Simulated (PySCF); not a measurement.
**One shape, several levels: quartet SiPH4**

Aim: a comparison of 5 runs (U-r2SCAN/STO-6G, NEVPT2(5,5)/STO-6G, UCISD/STO-6G, UCCSD(T)/STO-6G, FCI/STO-6G) of quartet SiPH4. Input form: a Python script.

The calculation is run with PySCF 2.14.0.

10 further runs of the same task are left out: 1 that didn't finish, 9 set aside as unsound or not needed.

### 1 The system as given

SiPH4: 6 atoms, total charge 0, spin state quartet. SMILES of the parent species: `[SiH2]P`. The coordinates come from a GFN2-xTB relaxation. This is one conformer, not always the lowest. That shape belongs to the parent species and isn't relaxed for this state.

Bond lengths: Si1–P2 2.220 Å, Si1–H3 1.467 Å, Si1–H4 1.466 Å, P2–H5 1.384 Å, P2–H6 1.384 Å. Angles: Si1–P2–H5 96.4°, Si1–P2–H6 96.4°, P2–Si1–H3 109.7°, P2–Si1–H4 109.7°, H5–P2–H6 92.6°, H3–Si1–H4 109.1°.

### 2 A single-point energy at U-r2SCAN/STO-6G (run 1)

Contents of run.py:

```python
from pyscf import gto, dft

mol = gto.Mole()
mol.atom = [
    ('Si', (0.127020, -0.986120, -0.104660)),
    ('P', (-0.338670, 1.170000, 0.142220)),
    ('H', (-0.300620, -1.724700, 1.087920)),
    ('H', (-0.579260, -1.514310, -1.276300)),
    ('H', (0.434680, 1.617150, -0.915300)),
    ('H', (0.656850, 1.437980, 1.066130)),
]
mol.basis = 'sto-6g'
mol.verbose = 4
mol.max_memory = 1860
mol.spin = 3
mol.build()

ks = dft.UKS(mol, xc='r2scan')
ks.grids.level = 5
ks.conv_tol = 1e-10
ks.kernel()
if not ks.converged:
    ks = ks.newton().run(ks.mo_coeff, ks.mo_occ)

e_tot = ks.e_tot
print(f'total energy: {e_tot:.8f} hartree')
```

The run is started by

```bash
OMP_NUM_THREADS=1 python run.py
```

Log:

```text
PySCF version 2.14.0

[... 58 lines left out ...]
[... the frontier-level lines of each cycle are left out ...]
[... 11 lines left out ...]
[... 11 lines left out ...]
[... 11 lines left out ...]
[... 11 lines left out ...]
[... 11 lines left out ...]
[... 1 line left out ...]
cycle= 11 E= -630.544594317989  delta_E= -5.88e-10  |g|= 5e-06  |ddm|= 0.000438


cycle= 12 E= -630.544594318142  delta_E= -1.54e-10  |g|= 1.92e-06  |ddm|= 0.000248


cycle= 13 E= -630.544594318175  delta_E= -3.32e-11  |g|= 8.46e-07  |ddm|= 0.000145


Extra cycle  E= -630.544594318177  delta_E= -1.59e-12  |g|= 3.92e-07  |ddm|= 1.71e-05
converged SCF energy = -630.544594318177  <S^2> = 3.7568104  2S+1 = 4.0034038
total energy: -630.54459432 hartree
```

Wall time 12 s (1 thread of Arm Neoverse V1, shared host); peak memory 0.23 GiB.

### 3 A single-point energy at NEVPT2(5,5)/STO-6G (run 2)

Contents of calc.py:

```python
import numpy
from pyscf import gto, scf, mp, mcscf, mrpt

system = gto.M(
    atom='''
Si     0.240033    -1.863497    -0.197779
P     -0.639994     2.210980     0.268757
H     -0.568089    -3.259211     2.055871
H     -1.094643    -2.861631    -2.411857
H      0.821426     3.055971    -1.729666
H      1.241267     2.717388     2.014694
''',
    unit='bohr',
    spin=3,
    basis='sto-6g',
    max_memory=1860,
    verbose=3,
)

mf = scf.ROHF(system)
mf.conv_tol = 1e-10
mf.kernel()
if not mf.converged:
    mf = mf.newton().run(mf.mo_coeff, mf.mo_occ)

pt = mp.MP2(scf.addons.convert_to_uhf(mf)).run()
noons, natorbs = mcscf.addons.make_natural_orbitals(pt)
print('natural occupations', numpy.round(noons[:40], 4))
cas = mcscf.CASSCF(mf, 5, 5)
cas.fix_spin_(ss=3.75)
cas.natorb = True
cas.kernel(natorbs)
e_pt2 = mrpt.NEVPT(cas).kernel()
etot = cas.e_tot + e_pt2
print('E(%s) = %.9f' % ('NEVPT2', etot))
```

The run is started by

```bash
OMP_NUM_THREADS=1 python calc.py
```

Log:

```text
converged SCF energy = -629.395734144883
E(UMP2) = -629.451982161264  E_corr = -0.0562480163813706
E(SCS-UMP2) = -629.460639787815  E_corr = -0.064905642931843
natural occupations [2.     2.     2.     2.     1.9999 1.9999 1.9999 1.9999 1.9998 1.9998
 1.9958 1.9916 1.9897 1.9874 1.9862 1.0015 1.0007 0.9997 0.0152 0.0124
 0.0107 0.01  ]
CASSCF energy = -629.404497683838
CASCI E = -629.404497683838  E(CI) = -4.48547471387144  S^2 = 3.7500000
Sr    (-1)',   E = -0.00080668289898
Si    (+1)',   E = -0.00210316773196
Sijrs (0)  ,   E = -0.02133015086894
Sijr  (+1) ,   E = -0.00621757505054
Srsi  (-1) ,   E = -0.00253068397628
Srs   (-2) ,   E = -0.00167050744098
Sij   (+2) ,   E = -0.00281196638514
Sir   (0)' ,   E = -0.01609687165984
Nevpt2 Energy = -0.053567606012664
E(NEVPT2) = -629.458065290
```

Wall time 1.6 s (1 thread of Arm Neoverse V1, shared host); peak memory 0.12 GiB.

Runs 3 to 4 aren't shown in full; the table further down has their settings and results.

### 4 The energy at FCI/STO-6G (run 5)

Contents of job.py:

```python
from pyscf import gto, mcscf

mol = gto.M(
    atom='''
Si       0.127020      -0.986120      -0.104660
P       -0.338670       1.170000       0.142220
H       -0.300620      -1.724700       1.087920
H       -0.579260      -1.514310      -1.276300
H        0.434680       1.617150      -0.915300
H        0.656850       1.437980       1.066130
''',
    verbose=3,
    spin=3,
    basis='sto-6g',
    max_memory=1860,
)

calc0 = mol.ROHF()
calc0.conv_tol = 1e-10
calc0.kernel()
if not calc0.converged:
    calc0 = calc0.newton().run(calc0.mo_coeff, calc0.mo_occ)

cas = mcscf.CASCI(calc0, calc0.mo_coeff.shape[-1] - 10, (mol.nelec[0] - 10, mol.nelec[1] - 10))  # full CI above the frozen core
cas.fix_spin_(ss=3.75)
cas.kernel()
e_tot = cas.e_tot
print(f'total energy: {e_tot:.8f} hartree')
```

The run is started by

```bash
OMP_NUM_THREADS=1 python job.py
```

Log:

```text
converged SCF energy = -629.395733957795
CASCI E = -629.480992854718  E(CI) = -27.6915383729512  S^2 = 3.7500000
total energy: -629.48099285 hartree
```

Run time: 11 s. Hardware: 1 thread of Arm Neoverse V1, shared host; peak memory 0.2 GiB.

### 5 All runs side by side

| run | level | integration grid | active selection | energy (Eh) | dipole moment (D) of the reference | ⟨S²⟩ | wall time |
| --- | --- | --- | --- | --- | --- | --- | --- |
| 1 | U-r2SCAN/STO-6G | 5 | – | -630.544594 | 2.63 | 3.757 | 12 s |
| 2 | NEVPT2(5,5)/STO-6G | – | mp2 natural orbitals | -629.458065 | 2.95 | – | 1.6 s |
| 3 | UCISD/STO-6G | – | – | -629.476544 | 3.01 | 3.766 | 1.2 s |
| 4 | UCCSD(T)/STO-6G | – | – | -629.480676 | 3.01 | 3.766 | 1.5 s |
| 5 | FCI/STO-6G | – | – | -629.480993 | 2.95 | – | 11 s |

### 6 What came out

```
                                           quantity          value
                                run 5: total energy  -629.48099 Eh
        run 5: dipole moment (Hartree–Fock density)         2.95 D
run 5: correlation energy (10 core orbitals frozen)      -85.3 mEh
```

**Reading.** Against full CI in this basis: UCISD +4.4 mEh; UCCSD(T) +0.3 mEh. In runs 1, 2, 3, 4, 5 the basis is minimal, so the values are rough. All runs together took 27 s, the longest 12 s.
